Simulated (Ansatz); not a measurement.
**SiCF+ (quintet): wave-function methods side by side, def2-QZVPP**

An exercise on one series of results from a longer session: the logs are not shown, and one member is left open.

The runs use Ansatz 0.2.0, Gaussian basis; def2-QZVPP, core rule «outside noble gas», up to 7 orbitals frozen.

The runs, in order: UHF; ROHF; CCSD(T) on UHF.

### The system

The geometry is a PBE0/def2-TZVP stationary point (not a proven minimum) of the parent state, kept for this charge and spin.

3 atoms, charge 1, spin multiplicity 5.

Atoms are counted from 1 here; the program's logs count them from 0.

Bond lengths: F1–C2 1.299 Å, C2–Si3 1.895 Å. Angles: F1–C2–Si3 122.9°.

Geometry (Å):

```xyz
3
charge 1, multiplicity 5
F     0.00000   -0.22998    1.54827
C     0.00000    0.55804    0.51584
Si    0.00000   -0.08307   -1.26792
```

The first run:

Input file in.yaml:

```yaml
crystal:
  periodic: [false, false, false]
  atoms:
    - {symbol: F, position_ang: [0.000000, -0.229980, 1.548266]}
    - {symbol: C, position_ang: [0.000000, 0.558036, 0.515839]}
    - {symbol: Si, position_ang: [0.000000, -0.083073, -1.267920]}
basis:
  gaussian: {orbitals: "def2-QZVPP.json"}
total_charge: 1
magnetization: {spin_polarized: true, initial_magnetization: 4}
hamiltonian: {xc: hf}
output: {orbitals: {seedname: orbitals}}
```

Started as:

```bash
$ ansatz run in.yaml --threads 1 --pin off --events-out ev --progress --plain --max-ram 2393MiB
```

Steps of the session up to this table: UHF; ROHF; CCSD(T) on UHF.

One table of the session follows, with a row left open; its other results are not shown here.

| method | from UCCSD(T) (kcal/mol) |
| --- | --- |
| ROHF | +293.41 |
| UHF | ? |
| UMP2 | +22.98 |
| UCCSD | +12.55 |
| UCCSD(T) | 0 |

Estimate the missing values for UHF.

**Answer.** from UCCSD(T) (kcal/mol): +290.46. In the column «from UCCSD(T) (kcal/mol)» it lies between UMP2 (+22.98) and ROHF (+293.41).
